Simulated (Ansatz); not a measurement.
# CH4SSi: functionals against CCSD(T) at one geometry

The task here is to estimate one member of a computed series from the others.

Method: single points in def2-TZVPP; program: Ansatz 0.2.0, Gaussian basis.

Correlated methods freeze the cores.

### The system as given

SMILES `C=[SiH]S`, 7 atoms, charge 0, spin multiplicity 1.

Atoms are counted from 1 here; the program's logs count them from 0.

Bond lengths: C1–Si2 1.691 Å, C1–H4 1.048 Å, C1–H5 1.056 Å, Si2–S3 2.070 Å, Si2–H6 1.414 Å, S3–H7 1.253 Å. Angles: Si2–C1–H4 123.1°, Si2–C1–H5 120.3°, H4–C1–H5 116.5°, C1–Si2–S3 118.7°, C1–Si2–H6 138.0°, S3–Si2–H6 103.2°, Si2–S3–H7 96.8°.

As a file:

```csv
atom,x (Å),y (Å),z (Å)
C1,-0.86890,0.25300,-0.78250
Si2,0.02880,0.42280,0.64030
S3,1.61390,-0.86530,0.97690
H4,-0.63840,-0.45080,-1.52370
H5,-1.67390,0.90500,-0.98560
H6,0.06710,1.28220,1.76250
H7,1.49460,-1.52660,-0.08090
```

Set-up of the first run:

The input, run/in.yaml:

```yaml
crystal:
  periodic: [false, false, false]
  atoms:
    - {symbol: C, position_ang: [-0.868900, 0.253000, -0.782500]}
    - {symbol: Si, position_ang: [0.028800, 0.422800, 0.640300]}
    - {symbol: S, position_ang: [1.613900, -0.865300, 0.976900]}
    - {symbol: H, position_ang: [-0.638400, -0.450800, -1.523700]}
    - {symbol: H, position_ang: [-1.673900, 0.905000, -0.985600]}
    - {symbol: H, position_ang: [0.067100, 1.282200, 1.762500]}
    - {symbol: H, position_ang: [1.494600, -1.526600, -0.080900]}
basis:
  gaussian: {orbitals: def2-TZVPP}
correlation: {method: ccsd_t}
output: {forces: true}
```

No record of the launch command was kept for these runs.

Among the steps run: CCSD(T)/def2-TZVPP; PBE0-D4/def2-TZVPP; wB97M-V/def2-TZVPP; r2SCAN-D4/def2-TZVPP; PBE-D4/def2-TZVPP; r2SCANh-D4/def2-TZVPP; LC-wPBE/def2-TZVPP.

One of the session's tables, all rows but one given; the rest of the session is left out.

```
    method  RMS force component (eV/Å)  angle to CCSD(T) forces (°)  dipole (D)
   CCSD(T)                       1.113                    reference        0.26
   PBE0-D4                       1.179                          7.0        0.28
   wB97M-V                       1.141                          9.1        0.40
 r2SCAN-D4                       1.167                          5.0        0.20
    PBE-D4                       1.251                          3.4        0.17
r2SCANh-D4                           ?                            ?           ?
   LC-wPBE                       1.194                         14.2        0.43
```

Q: Estimate the row for r2SCANh-D4 from the others.

As computed: RMS force component (eV/Å): 1.149; angle to CCSD(T) forces (°): 6.6; dipole (D): 0.24. In the column «RMS force component (eV/Å)» it lies between wB97M-V (1.141) and r2SCAN-D4 (1.167).
